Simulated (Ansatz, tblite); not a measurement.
# Ladder of methods for the lattice constant a of zinc-blende BAs

Reference value: 4.777 Å (measured, room temperature, no zero-point or thermal correction; as tabulated in Lucero et al. (2012), arXiv:1111.4515).

**Question.** Put these levels in order of the lattice constant a that they give for zinc-blende BAs, smallest first: GFN1-xTB (tblite), HSE06 (Ansatz, a first-principles code), LDA (Ansatz), PBE-D4 (Ansatz).

**Answer.** GFN1-xTB (4.713 Å), LDA (4.732 Å), PBE-D4 (4.758 Å), HSE06 (4.772 Å)

Differences against the reference: GFN1-xTB -1.34 %, LDA -0.94 %, PBE-D4 -0.40 %, HSE06 -0.10 %.

The measured value isn't corrected to a static lattice, so vibrations enter the comparison. A static lattice is as a rule a little smaller than the measured one.  GFN1-xTB: the method was fitted mainly to molecules. GFN1-xTB: the run uses a supercell at the zone centre in place of a k mesh. Cutoffs and k meshes differ between the levels. Ansatz's density-functional and Hartree–Fock values are scalar-relativistic unless marked +SOC, with PAW data made under PBE.

Differences are worked out from the printed values.
